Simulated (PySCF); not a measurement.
Cl: ionisation energy

Cl [Ne] 3s2 3p5 (2P) → Cl+ [Ne] 3s2 3p4 (3P), as a difference of total energies. Calculation: PySCF 2.14, in cc-pV(D+d)Z; the non-relativistic Hamiltonian (point nucleus). Correlated levels: valence: [Ne] frozen. The calculations carry no spin-orbit coupling.

```csv
method,ionisation energy (eV),error (eV)
UHF,11.813,-1.161
LDA,13.152,+0.178
r2SCAN,13.030,+0.056
MP2 (valence),12.421,-0.553
SCS-MP2 (valence),12.399,-0.575
CCSD (valence),12.346,-0.628
CCSD(T) (valence),12.350,-0.624
```

Reference: 12.974 eV (measured; NIST levels, between the centres of gravity of the two terms).

Errors of the correlated levels include the incompleteness of this basis and the frozen core.
